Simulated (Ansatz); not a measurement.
in.yaml

```yaml
crystal:
  periodic: [false, false, false]
  atoms:
    - {symbol: Al, position_ang: [0.000000, 0.000000, 0.000000]}
    - {symbol: Al, position_ang: [0.000000, 0.000000, 2.478843]}
basis:
  gaussian: {orbitals: cc-pVTZ}
magnetization: {spin_polarized: false, initial_magnetization: 2}
correlation: {method: fic_mrcisd_q, electrons: outside_noble_gas, active_space: {window: {electrons: 6, orbitals: 8}, shells: [{species: Al, l: s, shell: 3}, {species: Al, l: p, shell: 3}]}}
```

```sh
$ ansatz run in.yaml --threads 1 --pin off --events-out ev --progress --plain --max-ram 2393MiB
```

The program prints:

```
770 factors; integrals over basis functions are off by at most 1.1e-7 eV
mean field evaluation 1: about -13163.7755 eV, gradient 2.8e0 eV
mean field evaluation 2: about -13163.8500 eV, gradient 3.1e0 eV
mean field evaluation 4: about -13164.0187 eV, gradient 4.0e-1 eV
mean field evaluation 8: about -13164.0250 eV, gradient 2.8e-4 eV
mean field evaluation 16: about -13164.0429 eV, gradient 2.8e-1 eV
mean field evaluation 32: about -13164.1603 eV, gradient 3.3e-6 eV
mean field evaluation 64: about -13163.8881 eV, gradient 3.5e0 eV
mean field evaluation 96: about -13164.1242 eV, gradient 3.3e-1 eV
mean field evaluation 128: about -13164.1483 eV, gradient 2.1e-1 eV
mean field -13164.16034833 eV, -483.7739698128 hartree, gradient 6.5e-7 eV, S^2 2.000000; 11 other end points of the search recorded, 0 dependent functions left out
reference -13164.16034833 eV, -483.7739698128 hartree; 14, 12 occupied and 54, 56 virtual orbitals, 770 factors
state -13165.87443569 eV, -483.8369613616 hartree
contracted CI cycle   1: correlation 0.00000000 eV, 0.0000000000 hartree, residual 8.10e0 eV
contracted CI cycle   2: correlation -1.85503009 eV, -0.0681710983 hartree, residual 1.83e0 eV
contracted CI cycle   3: correlation -1.94108422 eV, -0.0713335294 hartree, residual 4.58e-1 eV
contracted CI cycle   4: correlation -1.94590897 eV, -0.0715108358 hartree, residual 1.18e-1 eV
contracted CI cycle   5: correlation -1.94620866 eV, -0.0715218492 hartree, residual 3.05e-2 eV
contracted CI cycle   6: correlation -1.94622995 eV, -0.0715226316 hartree, residual 8.44e-3 eV
contracted CI cycle   7: correlation -1.94623160 eV, -0.0715226920 hartree, residual 2.30e-3 eV
contracted CI cycle   8: correlation -1.94623171 eV, -0.0715226963 hartree, residual 6.26e-4 eV
state -13165.87443569 eV, -483.8369613616 hartree; corrected -13167.96314194 eV, -483.9137199004 hartree
Total energy: -13167.96314194 eV, -483.9137199004 hartree
Checks for a lower state left out: starts, orbital_swaps
```

Natural occupations: 1.9558 1.8365 0.9782 0.9782 0.1267 0.0509 0.0509 0.0228.

For the same geometry and basis UCCSDT(Q) lies 11.6 meV higher.

Ran on 1 thread of AMD EPYC 9R14, shared host: 3.7 s wall, 0.28 GiB peak host memory.
